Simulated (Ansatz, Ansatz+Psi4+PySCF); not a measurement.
```xyz
4

C     0.0000    0.0000    0.6081
C     0.0000    0.0000   -0.6081
H     0.0000    0.0000   -1.6740
H     0.0000    0.0000    1.6740
```

Basis set: cc-pVTZ (spherical functions). Left uncorrelated: 2 orbitals. Charge 0, multiplicity 1.

Computed with Ansatz (development build ahead of 0.2.0); each method stands on the lowest determinant of its kind that the runs found. Restricted open shells among the atoms or ions are ROHF, correlated in semicanonical orbitals with singles.

Q: Give the atomization energy at this shape (free ground-state atoms in the same class of orbitals less the molecule, no zero-point energy) of singlet C₂H₂ by RHF-CCSD(T), RHF-MP2.

A:

```tsv
method	atomization energy
RHF-CCSD(T)	1645.0 kJ/mol
RHF-MP2	1687.6 kJ/mol
```
